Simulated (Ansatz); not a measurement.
Ansatz (a program for electronic structure) input (B3LYP-D3(BJ)/def2-TZVP):

Ansatz 0.2 input:
```yaml
crystal:
  periodic: [false, false, false]
  atoms:
    - {symbol: C, position_ang: [-0.03303428, 0.56387818, 0.13138765]}
    - {symbol: S, position_ang: [-0.19542088, -1.10822895, 0.45619972]}
    - {symbol: H, position_ang: [0.59898114, -1.54826965, -0.52327928]}
    - {symbol: H, position_ang: [-0.58394461, 1.21120579, 0.78234651]}
    - {symbol: H, position_ang: [0.20705695, 0.88209067, -0.86208367]}
basis:
  gaussian:
    orbitals: def2-TZVP
hamiltonian:
  xc: b3lyp
  dispersion: d3bj
magnetization: {spin_polarized: true, initial_magnetization: 1}
relax: {f_tol: 0.002, max_steps: 150}
```

End of the output:

```
integrals: 0.02 GiB planned
583 factors; their error is unknown
mean field: 0.24 GiB planned
mean field -11921.03770115 eV, -438.0900551476 hartree, gradient 1.5e-5 eV, S^2 0.755426; 0 other end points of the search recorded, 0 dependent functions left out
the calculation of the forces begins
reference -11921.03789124 eV, -438.0900621334 hartree; 13, 12 occupied and 73, 74 virtual orbitals, 583 factors
relax step   5: F+E_penalty+E_count = -11921.15835957 eV  Δ(F+E_penalty+E_count) = -8.029e-5 eV  max|allowed force component| = 6.829e-3 eV/Å  Δτ_max = 0.0173 Å  (32 SCF iters, accepted)
these checks for a lower state are left out or cut short: starts, cluster_reference, orbital_swaps, neighbouring_geometries, increment
integrals: 0.02 GiB planned
583 factors; their error is unknown
mean field: 0.24 GiB planned
mean field -11921.03197180 eV, -438.0898445981 hartree, gradient 1.4e-5 eV, S^2 0.755429; 0 other end points of the search recorded, 0 dependent functions left out
the calculation of the forces begins
reference -11921.03216158 eV, -438.0898515723 hartree; 13, 12 occupied and 73, 74 virtual orbitals, 583 factors
relax step   6: F+E_penalty+E_count = -11921.15257218 eV  Δ(F+E_penalty+E_count) = +5.787e-3 eV  max|allowed force component| = 4.936e-1 eV/Å  Δτ_max = 0.0150 Å  (33 SCF iters, rejected (line search))
these checks for a lower state are left out or cut short: starts, cluster_reference, orbital_swaps, neighbouring_geometries, increment
integrals: 0.02 GiB planned
583 factors; their error is unknown
mean field: 0.24 GiB planned
mean field -11921.03771349 eV, -438.0900556012 hartree, gradient 1.4e-5 eV, S^2 0.755427; 0 other end points of the search recorded, 0 dependent functions left out
the calculation of the forces begins
reference -11921.03790357 eV, -438.0900625866 hartree; 13, 12 occupied and 73, 74 virtual orbitals, 583 factors
relax step   7: F+E_penalty+E_count = -11921.15836703 eV  Δ(F+E_penalty+E_count) = -7.461e-6 eV  max|allowed force component| = 3.403e-4 eV/Å  Δτ_max = 0.0030 Å  (33 SCF iters, accepted)
these checks for a lower state are left out or cut short: starts, cluster_reference, orbital_swaps, neighbouring_geometries, increment
integrals: 0.02 GiB planned
583 factors; their error is unknown
mean field: 0.24 GiB planned
mean field evaluation 64: about -11921.0377 eV, gradient 6.7e-5 eV
mean field -11921.03771550 eV, -438.0900556751 hartree, gradient 1.4e-5 eV, S^2 0.755427; 0 other end points of the search recorded, 0 dependent functions left out
the calculation of the forces begins
reference -11921.03790558 eV, -438.0900626604 hartree; 13, 12 occupied and 73, 74 virtual orbitals, 583 factors
relax step   8: F+E_penalty+E_count = -11921.15836945 eV  Δ(F+E_penalty+E_count) = -2.420e-6 eV  max|allowed force component| = 7.576e-4 eV/Å  Δτ_max = 0.0041 Å  (34 SCF iters, accepted)
integrals: 0.02 GiB planned
583 factors; their error is unknown
mean field: 0.24 GiB planned
mean field -11921.03771550 eV, -438.0900556751 hartree, gradient 1.9e-5 eV, S^2 0.755427; 1 other end points of the search recorded, 0 dependent functions left out
the calculation of the forces begins
reference -11921.03790558 eV, -438.0900626604 hartree; 13, 12 occupied and 73, 74 virtual orbitals, 583 factors
Total energy: -11921.15855953 eV, -438.0944966113 hartree
Atom 0 at    -0.134008     0.551110     0.086333 Å, force     0.000464    -0.000123    -0.000758 eV/Å
Atom 1 at    -0.101497    -1.109556     0.516812 Å, force     0.000176     0.000158    -0.000329 eV/Å
Atom 2 at     0.540314    -1.575856    -0.566803 Å, force    -0.000122    -0.000130     0.000206 eV/Å
Atom 3 at    -0.604635     1.225601     0.782721 Å, force    -0.000257     0.000286     0.000322 eV/Å
Atom 4 at     0.293463     0.909377    -0.834492 Å, force    -0.000260    -0.000191     0.000560 eV/Å
Dipole moment:     0.082872     0.017656    -0.163090 e Å
```

It need not be the lowest isomer of its formula.
